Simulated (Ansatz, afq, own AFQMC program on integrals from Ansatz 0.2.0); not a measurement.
# Where AFQMC and coupled cluster stand for N, quartet

A free N atom.

Basis def2-TZVPP. Only valence electrons are correlated. Ansatz 0.2.0 and our own AFQMC program on the same integrals; the CISD trial comes from CCSD amplitudes, and released means the phaseless constraint is let go. Free projection: walkers drawn from exp(T), propagated without any constraint. Its projection time is finite, and what remains of the start isn't in its error. Error bars are statistical, one sigma.

Determinant: UHF, the one that the program's search chose, which needn't be the lowest solution.

Full CI on the same integrals is exact in this basis and with this determinant's frozen core.

```
T1 diagnostic                               : 0.0063
weight of the determinant in the CISD state : 0.964
⟨S²⟩ of the determinant                     : 3.758
size of the correlated space                : 5 electrons in 30 orbitals
```

| level | correlation energy (eV) |
| --- | --- |
| MP2 | -2.5814 |
| CCSD | -3.0186 |
| CCSD(T) | -3.0802 |

(1) Estimate where free-projection AFQMC lies against CCSD(T) on the same integrals.

(1) 0.36 ± 0.03 mEh below CCSD(T).

Reference: full CI, correlation energy -3.091 eV. The released energy is read at 1.50 1/Eh (meV from the phaseless value at times in 1/Eh: -0.7 ± 0.6 at 0.24, -2.0 ± 0.4 at 0.50, -1.3 ± 0.6 at 1.00, -1.0 ± 0.5 at 1.50).

```tsv
level	E − E(reference) (mEh)	share of correlation (%)
CCSD(T)	0.38	99.66
CCSDT	0.05	99.96
CCSDT(Q)	0.00	100.00
CCSDTQ	0.00	100.00
ph-AFQMC/HF	-0.17 ± 0.42	100.15
ph-AFQMC/CISD	0.05 ± 0.03	99.96
released AFQMC	0.01 ± 0.02	99.99
free AFQMC	0.02 ± 0.03	99.98
```

CCSDT and higher add their correlation energy to the determinant of the CCSD(T) run, since their own runs factorise the integrals more tightly (a shift of under 2 meV). Free projections are given only where their last times agree within the noise and don't stop above the reference; a slow remainder of the start can still hide under it. A walk keeps the symmetry of its determinant, which the program's search chose and which needn't be the lowest solution, so a lower state of the same spin and another symmetry isn't excluded. Released energies are given only where the last usable release times agree within the noise; a slower fall can still hide under it.
